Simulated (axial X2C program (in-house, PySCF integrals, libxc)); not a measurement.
## Bond lengths and stretching modes, held linear, of NPN²⁺

Calculated with an in-house all-electron X2C program for linear molecules (integrals from PySCF): two-component X2C with atomic mean-field Coulomb and Gaunt terms, Gaussian nuclei, basis N dyall-av3z, P dyall-v3z with contracted cores. Spin-free rows use the one-electron spin-free X2C Hamiltonian.

Masses N 14.003, P 30.974, N 14.003 u. States: 2c Ω = 5/2 (beyond evenly filled blocks: ω = -1/2, 2 × ω = 3/2); spin-free M_S = 3/2, Λ = 1 (beyond evenly filled blocks: 2 × π+α, π+β, 2 × π-α).

PBE0, 2c: energies above the lowest point

```csv
r(N–P) (Å),r(P–N) (Å),E (meV)
1.6565,1.6565,37.99
1.6565,1.6990,11.21
1.6565,1.7415,9.13
1.6990,1.6565,11.21
1.6990,1.6990,0.00
1.6990,1.7415,12.45
1.6990,1.7840,40.80
1.7415,1.6565,9.13
1.7415,1.6990,12.45
1.7415,1.7415,38.57
1.7840,1.6990,40.80
1.7840,1.7840,132.59
```

Question: Fit a quadratic surface with cubic terms in each bond: where is the minimum, and what are the two stretching wavenumbers?

Answer: At PBE0, 2c: bonds 1.697 and 1.697 Å; harmonic stretches 447.4 and 630.6 cm⁻¹; force constants 2.07, 2.07 and coupling 1.21 mdyn/Å.

The other levels and Hamiltonians give:

| Hamiltonian | level | r(N–P) (Å) | r(P–N) (Å) | lower stretch (cm⁻¹) | upper stretch (cm⁻¹) |
| --- | --- | --- | --- | --- | --- |
| 2c | BHandHLYP | 1.700 | 1.700 | 348.6 | 574.9 |
| spin-free | PBE0 | 1.697 | 1.697 | 444.8 | 630.9 |
| spin-free | BHandHLYP | 1.700 | 1.700 | 346.4 | 575.2 |

Each state is one determinant, the lowest of a limited PBE0 search; the stretches come from a fit to these few points and carry an uncertainty of a few per cent. Other orders of the atoms were not compared. Left out for rough or failed fits: HF 2c, MP2 2c, HF spin-free, MP2 spin-free. The levels spread by more than a fifth, so the stretches depend strongly on the method. A multiply charged ion may be only metastable. The molecule was held linear; bending was not examined, so a bent shape may lie lower. Note: functional without a current term on a determinant with orbital currents, of the molecule or an atom. Note: several unpaired electrons, one determinant need not be a pure state.
